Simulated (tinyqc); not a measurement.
Worked calculation: extended Hueckel theory, for N2. One step of it, computed by the program tinyqc.

Problem. Wolfsberg-Helmholz matrix. H_ij = K' S_ij (H_ii + H_jj)/2 for i != j (the diagonal keeps H_ii), with K' = K + D^2 + D^4 (1 - K), D = (H_ii - H_jj)/(H_ii + H_jj), K = 1.75.

overlap S, order 1N 2s, 1N 2px, 1N 2py, 1N 2pz, 2N 2s, 2N 2px, 2N 2py, 2N 2pz:
$$\begin{pmatrix}
1.000000 & 0.000000 & 0.000000 & 0.000000 & 0.455939 & 0.000000 & 0.000000 & -0.443952 \\
0.000000 & 1.000000 & 0.000000 & 0.000000 & 0.000000 & 0.286660 & 0.000000 & 0.000000 \\
0.000000 & 0.000000 & 1.000000 & 0.000000 & 0.000000 & 0.000000 & 0.286660 & 0.000000 \\
0.000000 & 0.000000 & 0.000000 & 1.000000 & 0.443952 & 0.000000 & 0.000000 & -0.318808 \\
0.455939 & 0.000000 & 0.000000 & 0.443952 & 1.000000 & 0.000000 & 0.000000 & 0.000000 \\
0.000000 & 0.286660 & 0.000000 & 0.000000 & 0.000000 & 1.000000 & 0.000000 & 0.000000 \\
0.000000 & 0.000000 & 0.286660 & 0.000000 & 0.000000 & 0.000000 & 1.000000 & 0.000000 \\
-0.443952 & 0.000000 & 0.000000 & -0.318808 & 0.000000 & 0.000000 & 0.000000 & 1.000000
\end{pmatrix}$$

diagonal H_ii (eV): 1N 2s -26.000000, 1N 2px -13.400000, 1N 2py -13.400000, 1N 2pz -13.400000, 2N 2s -26.000000, 2N 2px -13.400000, 2N 2py -13.400000, 2N 2pz -13.400000

K = 1.750000

Give: H.

Solution.

H (eV), order 1N 2s, 1N 2px, 1N 2py, 1N 2pz, 2N 2s, 2N 2px, 2N 2py, 2N 2pz:
$$\begin{pmatrix}
-26.0000 & 0.0000 & 0.0000 & 0.0000 & -20.7452 & 0.0000 & 0.0000 & 16.1311 \\
0.0000 & -13.4000 & 0.0000 & 0.0000 & 0.0000 & -6.7222 & 0.0000 & 0.0000 \\
0.0000 & 0.0000 & -13.4000 & 0.0000 & 0.0000 & 0.0000 & -6.7222 & 0.0000 \\
0.0000 & 0.0000 & 0.0000 & -13.4000 & -16.1311 & 0.0000 & 0.0000 & 7.4761 \\
-20.7452 & 0.0000 & 0.0000 & -16.1311 & -26.0000 & 0.0000 & 0.0000 & 0.0000 \\
0.0000 & -6.7222 & 0.0000 & 0.0000 & 0.0000 & -13.4000 & 0.0000 & 0.0000 \\
0.0000 & 0.0000 & -6.7222 & 0.0000 & 0.0000 & 0.0000 & -13.4000 & 0.0000 \\
16.1311 & 0.0000 & 0.0000 & 7.4761 & 0.0000 & 0.0000 & 0.0000 & -13.4000
\end{pmatrix}$$
